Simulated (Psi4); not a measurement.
# C2HClF (SMILES [H]/[C]=C(\F)Cl) at UCCSD/6-311+G(d,p)

What is the vertical ionisation energy of C2HClF at UCCSD/6-311+G**? 

The results are computed with Psi4 1.11.

## Step 1: Starting point

C2HClF has 5 atoms, charge 0, and is taken as a doublet. As SMILES, `[H]/[C]=C(\F)Cl`. Geometry: relaxed at GFN2-xTB.

Bond lengths: C1–C2 1.280 Å, C2–F3 1.352 Å, C2–Cl4 1.746 Å, C1–H5 1.055 Å. Angles: C1–C2–F3 127.0°, C1–C2–Cl4 123.0°, F3–C2–Cl4 110.1°, C2–C1–H5 156.5°.

## Step 2: The energy at UCCSD/6-311+G(d,p)

Contents of c2hclf.py:

```python
import psi4

psi4.set_memory(1600000000)
psi4.set_num_threads(1)
psi4.core.set_output_file('run.log', False)

mol = psi4.geometry("""
0 2
C
C 1 1.280329
F 2 1.352127 1 126.9695
Cl 2 1.74564 1 122.96484 3 179.96904
H 1 1.054503 2 156.4522 3 -0.14706
symmetry c1
no_reorient
no_com
""")

options = {'reference': 'uhf', 'puream': True, 'e_convergence': 1e-09, 'd_convergence': 1e-08, 'scf_type': 'pk', 'num_frozen_docc': 8, 'maxiter': 200}
psi4.set_options(options)

e_tot = psi4.energy('ccsd/6-311+G**', molecule=mol)
print(f'ccsd/6-311+G** energy: {e_tot:.10f} Eh')
```

Run with:

```sh
$ python c2hclf.py
```

run.log:

```text
[...]
  Running in c1 symmetry.
[...]
  Nuclear repulsion =  139.407267900616887
[...]
  Multiplicity = 2
[...]
  Nalpha       = 20
  Nbeta        = 19
[...]
    Number of basis functions: 102
[...]
   @UHF iter   1:  -635.10659237355208   -5.84052e-01   3.66933e-03 ADIIS/DIIS
[...]
   @UHF iter  19:  -635.20070642085625   -2.02363e-11   6.02575e-09 DIIS
[...]
   @S^2 Observed:                9.150887594E-01
[...]
    Orbital Energies [Eh]
    ---------------------
    Alpha Occupied:
       1A   -104.863605     2A    -26.339492     3A    -11.396432
       4A    -11.291564     5A    -10.589813     6A     -8.059771
       7A     -8.055079     8A     -8.054019     9A     -1.656012
      10A     -1.178532    11A     -1.070333    12A     -0.841276
      13A     -0.752239    14A     -0.732614    15A     -0.710612
      16A     -0.599741    17A     -0.517721    18A     -0.497841
      19A     -0.443263    20A     -0.426841
    Alpha Virtual:
      21A      0.063269    22A      0.083959    23A      0.103816
      24A      0.108293    25A      0.116891    26A      0.134711
[...]
  @UHF Final Energy:  -635.20070642085625
   => Energetics <=
    Nuclear Repulsion Energy =            139.4072679006168869
    One-Electron Energy =               -1153.6929745418665334
    Two-Electron Energy =                 379.0850002203934537
    Total Energy =                       -635.2007064208561360
  UHF NO Occupations:
  HONO-2 :   18  A 1.9949349
  HONO-1 :   19  A 1.9230392
[...]
 Multipole Moments:
 ------------------------------------------------------------------------------------
     Multipole            Electronic (a.u.)      Nuclear  (a.u.)        Total (a.u.)
 ------------------------------------------------------------------------------------
 L = 1.  Multiply by 2.5417464519 to convert [e a0] to [Debye]
 Dipole X            :         -0.0001750            0.0006248            0.0004498
 Dipole Y            :          0.3334362           -0.3634984           -0.0300622
 Dipole Z            :          2.5628451           -3.3810731           -0.8182280
 Magnitude           :                                                    0.8187801
[...]
      * MP2 total energy                      = -635.780267341715671
[...]
      * CCSD total energy                     = -635.815566442008731
```

The script printed:

```text
ccsd/6-311+G** energy: -635.8155664420 Eh
```

Wall time 2.2 min (1 thread of Intel Xeon Platinum 8488C (Sapphire Rapids), shared host); peak memory 0.91 GiB.

## Step 3: The singlet cation, same level

Contents of calc.dat:

```
memory 1.6 GB

molecule mol {
  1 1
  C
  C 1 R2
  F 2 R3 1 A3
  Cl 2 R4 1 A4 3 D4
  H 1 R5 2 A5 3 D5

  R2 = 1.280329
  R3 = 1.352127
  A3 = 126.9695
  R4 = 1.74564
  A4 = 122.96484
  D4 = 179.96904
  R5 = 1.054503
  A5 = 156.4522
  D5 = -0.14706
  symmetry c1
}

set globals {
  basis 6-311+G**
  reference rhf
  puream true
  e_convergence 1e-09
  d_convergence 1e-08
  scf_type pk
  num_frozen_docc 8
}

e, wfn = energy('ccsd', return_wfn=True)
print_variables()
```

Run with:

```sh
$ psi4 -i calc.dat -o calc.out -n 1
```

calc.out:

```text
[...]
  Running in c1 symmetry.
[...]
  Nuclear repulsion =  139.407267900616887
[...]
  Multiplicity = 1
[...]
  Nalpha       = 19
  Nbeta        = 19
[...]
    Number of basis functions: 102
[...]
   @RHF iter   1:  -634.74224621751875   -2.19706e-01   3.40328e-03 ADIIS/DIIS
[...]
   @RHF iter  16:  -634.82551655483906   -8.07177e-12   7.54719e-09 DIIS
[...]
    Orbital Energies [Eh]
    ---------------------
    Doubly Occupied:
       1A   -105.116915     2A    -26.607371     3A    -11.711749
       4A    -11.666934     5A    -10.840464     6A     -8.308698
       7A     -8.304724     8A     -8.304507     9A     -1.910388
      10A     -1.447759    11A     -1.331487    12A     -1.099401
      13A     -1.042036    14A     -0.973658    15A     -0.973457
      16A     -0.846921    17A     -0.782720    18A     -0.719036
      19A     -0.688209
[...]
  @RHF Final Energy:  -634.82551655483906
   => Energetics <=
    Nuclear Repulsion Energy =            139.4072679006168869
    One-Electron Energy =               -1143.1127078834244912
    Two-Electron Energy =                 368.8799234279684356
    Total Energy =                       -634.8255165548391687
[...]
 Multipole Moments:
 ------------------------------------------------------------------------------------
     Multipole            Electronic (a.u.)      Nuclear  (a.u.)        Total (a.u.)
 ------------------------------------------------------------------------------------
 L = 1.  Multiply by 2.5417464519 to convert [e a0] to [Debye]
 Dipole X            :         -0.0001746            0.0006248            0.0004501
 Dipole Y            :          0.1627806           -0.3634984           -0.2007178
 Dipole Z            :          0.9700827           -3.3810731           -2.4109903
 Magnitude           :                                                    2.4193309
[...]
      * MP2 total energy                      = -635.404172391196312
[...]
      * CCSD total energy                     = -635.436440218953067
[...]
```

It took 61 s on 1 thread of Intel Xeon Platinum 8488C (Sapphire Rapids), shared host; peak memory 0.9 GiB.

## Step 4: Summary of results

At UCCSD/6-311+G**, 8 core orbitals frozen:

| quantity | value |
| --- | --- |
| doublet C2HClF: total energy | -635.81557 Eh |
| doublet C2HClF: HOMO energy (Hartree–Fock orbitals) (highest over α and β) | -10.82 eV |
| doublet C2HClF: LUMO energy (Hartree–Fock orbitals) (lowest over α and β) | 1.26 eV |
| doublet C2HClF: correlation energy (8 core orbitals frozen) | -614.9 mEh |
| doublet C2HClF: ⟨S²⟩ of the reference determinant | 0.915 |
| doublet C2HClF: T1 diagnostic | 0.041 |
| singlet cation: total energy | -635.43644 Eh |
| singlet cation: HOMO energy (Hartree–Fock orbitals) | -18.73 eV |
| singlet cation: LUMO energy (Hartree–Fock orbitals) | -8.26 eV |
| singlet cation: HOMO–LUMO gap (Hartree–Fock orbitals) | 10.47 eV |
| singlet cation: correlation energy (8 core orbitals frozen) | -610.9 mEh |
| singlet cation: T1 diagnostic | 0.031 |
| vertical ionisation energy (to the singlet cation) | 10.317 eV |

What this shows: The vertical ionisation energy comes to 10.32 eV (238 kcal/mol). Only the singlet of the ionised species was computed; a triplet could lie lower. ⟨S²⟩ (doublet C2HClF) is 0.92 where a pure doublet has 0.75: the reference is spin-contaminated. The T1 diagnostic (singlet cation) of 0.031 is above the customary mark for such species, so a single reference may not serve.
